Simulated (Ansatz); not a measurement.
C$_{2}$H$_{3}$F$_{3}$O, SMILES `OCC(F)(F)F`. Charge 0, multiplicity 1.

Z-matrix (Å, degrees):
```
C
C 1 1.515
O 1 1.394 2 112.2
H 1 1.091 2 107.8 3 -118.5
H 1 1.097 2 107.1 3 124.9
F 2 1.345 1 110.7 3 -58.4
F 2 1.332 1 112.6 3 61.7
F 2 1.338 1 110.5 3 -177.5
H 3 0.962 1 108.8 2 63.6
```

**Question.** List the harmonic frequencies (cm⁻¹, unscaled) at PBE0-D4/def2-TZVP in Ansatz. (Best estimate.)

**Answer.** The calculation gave: 116, 222, 316, 382, 422, 536, 550, 671, 846, 951, 1125, 1169, 1204, 1278, 1309, 1395, 1444, 1483, 3043, 3136, 3854.

**Question.** Is this a minimum?

**Answer.** Yes, all 21 modes are real.

**Question.** Give the ideal-gas thermochemistry at 298.15 K and 1 bar (rigid rotor, harmonic oscillator; point group C1, symmetry number 1).

**Answer.** Zero-point energy 152.2 kJ/mol; H(298) − E = 169.9 kJ/mol; entropy 320.2 J/(mol·K), of which translation 166.3, rotation 110.6, vibration 43.3; G(298) − E = 74.5 kJ/mol.
